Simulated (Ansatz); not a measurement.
**Sb (Pm-3m)**

All numbers below come from DFT r2SCAN, scalar-relativistic, plane waves, PAW in Ansatz 0.2.0.

Settings: cutoff 500 eV, Γ-centred mesh 14×14×14 on the computed 1-atom cell, Gaussian smearing of 0.10 eV; no spin polarisation.

The structure is relaxed at this level of theory with its symmetry kept. This simple cubic form isn't the element's structure at ambient conditions.

Space group Pm-3m (No. 221). a = 3.088 Å, b = 3.088 Å, c = 3.088 Å, α = 90.00°, β = 90.00°, γ = 90.00°
```csv
atom,site,symmetry,x,y,z
Sb,1a,m-3m,0.0000,0.0000,0.0000
```

(1) Formation energy from the elements' standard states (uncorrected)?

(2) Density of states at the Fermi level?

(3) Löwdin character within 0.5 eV of the Fermi level?

(4) Bulk modulus?

(5) Its pressure derivative?

(6) Bader charges (e)?

Spin-orbit coupling is left out, which matters for the bands of heavy elements.

Answers

(1) +0.057 eV/atom.

(2) 0.49 states/eV per cell.

(3) Sb 5p 85 %, Sb 5s 12 %.

(4) 58 GPa.

(5) 4.3.

(6) Sb (1 in the cell) 0.00.

Cost: 9 runs of about 1.4 core-minutes in all, on Arm Neoverse V1 (shared hosts).